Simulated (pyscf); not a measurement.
H₃C–Zn–OH (SMILES [CH3][Zn][OH]) + H₂ (SMILES [H][H]) → H₃C–ZnH (SMILES [CH3][ZnH]) + H₂O (SMILES O) (four-centre exchange; singlet surface; O–Zn, H–H broken, H–Zn, H–O formed). Single points on ωB97X-D3(BJ)/def2-SVP structures (PySCF, gas phase). Rate constants from transition-state theory, ωB97M-D3(BJ)/def2-TZVP energies (ideal gas, 1 atm, RRHO with modes under 100 cm⁻¹ raised to 100, one conformer, R ln 2 for chiral ones without a mode under 150 cm⁻¹; no tunnelling), k in cm³ molecule⁻¹ s⁻¹.

| T (K) | 1000/T | log10 k |
|---|---|---|
| 298 | 3.354 | -30.53 |
| 600 | 1.667 | -21.14 |
| 900 | 1.111 | ? |
| 1200 | 0.833 | -16.29 |

Fit an Arrhenius line to the three values, give the activation energy, and predict k at 900 K.

Least squares gives log10 k = -11.65 − 5.64 × 1000/T, so Ea = 5.64 × ln 10 × 1.987 = 25.8 kcal/mol, against an electronic barrier of 24.0. At 900 K the line gives -17.92; the computed value is -17.96 (ΔG‡ = 50.7 kcal/mol), close to the line. On the product side the descent ends in a complex (not fully relaxed), 7.8 kcal/mol under the separated species and 24.3 kcal/mol under the saddle at ωB97X-D3(BJ)/def2-TZVP. At the saddle there is also a short H–Zn contact that neither side keeps. One saddle was located; it need not be the lowest between these sides. Elements up to Kr have no core potential and no relativistic terms here.
